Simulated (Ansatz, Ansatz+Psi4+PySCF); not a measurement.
```xyz
2

Al    0.0000    0.0000   -1.0180
N     0.0000    0.0000    1.0180
```

Basis set: cc-pVTZ on N; cc-pV(T+d)Z on Al (spherical functions). Correlated methods keep 6 orbitals frozen. Charge 0, multiplicity 3.

Computed with Ansatz (development build ahead of 0.2.0); the reference of a correlated method needn't be the lowest determinant of its kind.

Question: Give the atomization energy at this shape (free ground-state atoms in the same class of orbitals less the molecule, no zero-point energy) of triplet AlN by UHF-BCCD(T), UHF-CCSD(T).

Answer:

```
     method  atomization energy
UHF-BCCD(T)        214.1 kJ/mol
UHF-CCSD(T)        214.0 kJ/mol
```

Caution: the reference determinant was not shown to be the lowest.
